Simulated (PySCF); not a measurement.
Several molecules and their computed UV-vis stick spectra, shuffled. Method: PySCF, TDDFT CAM-B3LYP/def2-SVPD, vertical, gas phase, core orbitals frozen in the response. Geometries: GFN2-xTB; one conformer of each isolated species. Triplets are in the Tamm–Dancoff approximation.

A. `O=C=Pc1ccc(Cl)cc1`
B. `C1COC1`
C. `c1(C#C)cccc(c1)Cl`

Lowest singlet levels (six at most, fewer where fewer were computed) with oscillator strengths:

1. 2.48 eV (f 0.001); 4.40 eV (f 0.123); 4.90 eV (f 0.067); 5.45 eV (f 0.253); 5.52 eV (f 0.000); 5.70 eV (f 0.000); T1 2.15 eV
2. 5.05 eV (f 0.018); 5.36 eV (f 0.233); 5.67 eV (f 0.000); 6.23 eV (f 0.483); 6.42 eV (f 0.000); 6.46 eV (f 0.259); T1 3.59 eV
3. 6.84 eV (f 0.005); 7.28 eV (f 0.010); 7.59 eV (f 0.000); 8.04 eV (f 0.002); 8.54 eV (f 0.027); 8.59 eV (f 0.011); T1 6.57 eV

Question: Which spectrum belongs to which structure?

Answer: 1 = A, 2 = C, 3 = B.
- A: S1 at 2.48 eV, HOMO→LUMO (90%), HOMO-2→LUMO (9%); Löwdin shares by element: HOMO carbon 29% or more, phosphorus 29%, oxygen 12% (atoms not listed hold the other 30%); LUMO carbon 44% or more, oxygen 28%, phosphorus 21%; HOMO -7.58 and LUMO -1.10 eV; point group Cs, 2 of its 6 listed states under f = 0.0005.
- B: S1 at 6.84 eV, HOMO→LUMO (55%), HOMO→LUMO+2 (38%); Löwdin shares by element: HOMO oxygen 57%, carbon 20% or more, hydrogen 5% or more (atoms not listed hold the other 18%); LUMO carbon 53%, hydrogen 10% or more (atoms not listed hold the other 37%); HOMO -8.65 and LUMO 1.43 eV; point group C2v, 1 of its 6 listed states under f = 0.0005.
- C: S1 at 5.05 eV, HOMO-1→LUMO (39%), HOMO→LUMO+1 (34%), HOMO→LUMO (20%); Löwdin shares by element: HOMO carbon 59% or more (atoms not listed hold the other 41%); LUMO carbon 55% or more (atoms not listed hold the other 45%); HOMO -8.30 and LUMO -0.32 eV; point group Cs, 2 of its 6 listed states under f = 0.0005.
